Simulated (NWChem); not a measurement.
## Atomisation of acetylene (C₂H₂)

```xyz
4

C      0.0000     0.0000    -0.6045
C      0.0000     0.0000     0.6045
H      0.0000     0.0000    -1.6789
H      0.0000     0.0000     1.6789
```
Charge 0, spin multiplicity 1.

The numbers come from NWChem runs, not from measurements. All single points use one geometry, from B3LYP/def2-SVP, a minimum by its harmonic frequencies.

Basis set: def2-TZVP. The atomisation energy is electronic alone: no zero-point, thermal, spin-orbit or counterpoise terms. No value is extrapolated to the basis-set limit. Free atoms are single determinants with multiplicities C 3, H 2. Correlated methods freeze the same cores in atoms and molecule, 2 orbitals in all.

B3LYP has NWChem's definition, with VWN1-RPA local correlation. The stability of the SCF solutions was not checked. Open-shell Hartree-Fock references start from PBE0 orbitals. Coupled-cluster values serve here as a point of comparison, not as the truth.

| method | atomisation energy (kcal/mol) |
|---|---|
| HF | 292.1 |
| LDA (SVWN5) | 458.9 |
| PBE0 | 403.4 |
| BHandHLYP | 386.6 |
| PBE | (withheld) |
| B3LYP | (withheld) |
| r2SCAN | (withheld) |
| MP2 | 400.5 |
| LC-wPBE (omega 0.3 per bohr) | 406.6 |
| CCSD(T) | 390.6 |

Some entries are withheld; supply them.


- PBE, atomisation energy (kcal/mol): 414.2
- B3LYP, atomisation energy (kcal/mol): 402.1
- r2SCAN, atomisation energy (kcal/mol): 401.7
